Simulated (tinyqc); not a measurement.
CIS on RHF in the sto-6g basis, for H2O, spin multiplicity 1, step by step. One step of it, computed by the program tinyqc.

Problem. CIS matrix, singlets. A(ia,jb) = (e_a - e_i) d_ij d_ab + 2 (ia|jb) - (ij|ab).

orbital energies (hartree): MO1 -20.520476, MO2 -1.257253, MO3 -0.578871, MO4 -0.470348, MO5 -0.399657, MO6 0.555118, MO7 0.645786

Two-electron integrals over orbitals (pq|rs), unique and non-zero (hartree):
```
p,q,r,s,(pq|rs)
1,1,1,1,4.762497
2,1,1,1,-0.430408
2,1,2,1,0.062946
2,2,1,1,1.023068
2,2,2,1,-0.014675
2,2,2,2,0.729476
3,1,3,1,0.011503
3,2,3,1,0.017642
3,2,3,2,0.138272
3,3,1,1,0.794837
3,3,2,1,-0.004314
3,3,2,2,0.639128
3,3,3,3,0.622585
4,1,1,1,0.190835
4,1,2,1,-0.025296
4,1,2,2,0.015370
4,1,3,3,0.006011
4,1,4,1,0.027961
4,2,1,1,-0.149577
4,2,2,1,0.009708
4,2,2,2,-0.007645
4,2,3,3,0.004270
4,2,4,1,0.017229
4,2,4,2,0.126874
4,3,3,1,-0.003556
4,3,3,2,0.021424
4,3,4,3,0.051706
4,4,1,1,0.968831
4,4,2,1,-0.012515
4,4,2,2,0.667668
4,4,3,3,0.588408
4,4,4,1,-0.009998
4,4,4,2,-0.099698
4,4,4,4,0.741999
5,1,5,1,0.026686
5,2,5,1,0.032573
5,2,5,2,0.146765
5,3,5,3,0.028313
5,4,5,1,-0.013388
5,4,5,2,-0.047766
5,4,5,4,0.053474
5,5,1,1,1.117090
5,5,2,1,-0.011319
5,5,2,2,0.751402
5,5,3,3,0.623309
5,5,4,1,0.004737
5,5,4,2,-0.077405
5,5,4,4,0.710103
5,5,5,5,0.880663
6,1,1,1,-0.228161
6,1,2,1,0.036060
6,1,2,2,-0.000981
6,1,3,3,0.000808
6,1,4,1,-0.000258
6,1,4,2,0.021437
6,1,4,4,-0.018343
6,1,5,5,-0.005454
6,1,6,1,0.032085
6,2,1,1,0.301621
6,2,2,1,-0.006914
6,2,2,2,0.142460
6,2,3,3,0.077029
6,2,4,1,0.019178
6,2,4,2,0.023673
6,2,4,4,0.074483
6,2,5,5,0.152918
6,2,6,1,0.008894
6,2,6,2,0.101483
6,3,3,1,0.003370
6,3,3,2,-0.033229
6,3,4,3,-0.030827
6,3,6,3,0.067438
6,4,1,1,0.242039
6,4,2,1,-0.002399
6,4,2,2,0.107288
6,4,3,3,0.047338
6,4,4,1,0.000308
6,4,4,2,-0.047542
6,4,4,4,0.129219
6,4,5,5,0.132627
6,4,6,1,-0.001656
6,4,6,2,0.059172
6,4,6,4,0.084913
6,5,5,1,0.014325
6,5,5,2,0.054722
6,5,5,4,0.001626
6,5,6,5,0.036757
6,6,1,1,0.819232
6,6,2,1,-0.007689
6,6,2,2,0.616501
6,6,3,3,0.569069
6,6,4,1,0.020072
6,6,4,2,0.052005
6,6,4,4,0.555479
6,6,5,5,0.593531
6,6,6,1,0.009133
6,6,6,2,0.101499
6,6,6,4,0.048571
6,6,6,6,0.602723
7,1,3,1,0.015270
7,1,3,2,0.022058
7,1,4,3,-0.004873
7,1,6,3,0.004033
7,1,7,1,0.020307
7,2,3,1,0.014213
7,2,3,2,0.044919
7,2,4,3,-0.035235
7,2,6,3,0.033965
7,2,7,1,0.018004
7,2,7,2,0.063444
7,3,1,1,0.363845
7,3,2,1,-0.007049
7,3,2,2,0.145158
7,3,3,3,0.090143
7,3,4,1,-0.000780
7,3,4,2,-0.082243
7,3,4,4,0.147586
7,3,5,5,0.193244
7,3,6,1,-0.006487
7,3,6,2,0.073175
7,3,6,4,0.091850
7,3,6,6,0.041346
7,3,7,3,0.157925
7,4,3,1,-0.009463
7,4,3,2,-0.077860
7,4,4,3,-0.005203
7,4,6,3,0.047455
7,4,7,1,-0.012339
7,4,7,2,-0.015591
7,4,7,4,0.072305
7,5,5,3,0.023664
7,5,7,5,0.023904
7,6,3,1,0.008405
7,6,3,2,0.090807
7,6,4,3,0.053692
7,6,6,3,-0.060056
7,6,7,1,0.010568
7,6,7,2,-0.009899
7,6,7,4,-0.060659
7,6,7,6,0.112140
7,7,1,1,0.843172
7,7,2,1,-0.008375
7,7,2,2,0.615618
7,7,3,3,0.600564
7,7,4,1,0.004053
7,7,4,2,-0.012400
7,7,4,4,0.591376
7,7,5,5,0.612607
7,7,6,1,-0.003802
7,7,6,2,0.065407
7,7,6,4,0.041886
7,7,6,6,0.565392
7,7,7,3,0.085115
7,7,7,7,0.606884
```

Give: CIS matrix A, singlet.

Solution.

CIS matrix A, singlet (hartree):
```
,1>6,1>7,2>6,2>7,3>6,3>7,4>6,4>7,5>6,5>7
1>6,20.321,0.000,0.025,0.000,0.000,-0.021,-0.023,0.000,0.000,0.000
1>7,0.000,20.364,0.000,0.044,0.000,0.000,0.000,-0.029,0.000,0.000
2>6,0.025,0.000,1.399,0.000,0.000,0.056,0.066,0.000,0.000,0.000
2>7,0.000,0.044,0.000,1.414,-0.023,0.000,0.000,-0.019,0.000,0.000
3>6,0.000,0.000,0.000,-0.023,0.700,0.000,0.000,0.041,0.000,0.000
3>7,-0.021,0.000,0.056,0.000,0.000,0.940,0.130,0.000,0.000,0.000
4>6,-0.023,0.000,0.066,0.000,0.000,0.130,0.640,0.000,0.000,0.000
4>7,0.000,-0.029,0.000,-0.019,0.041,0.000,0.000,0.669,0.000,0.000
5>6,0.000,0.000,0.000,0.000,0.000,0.000,0.000,0.000,0.435,0.000
5>7,0.000,0.000,0.000,0.000,0.000,0.000,0.000,0.000,0.000,0.481
```
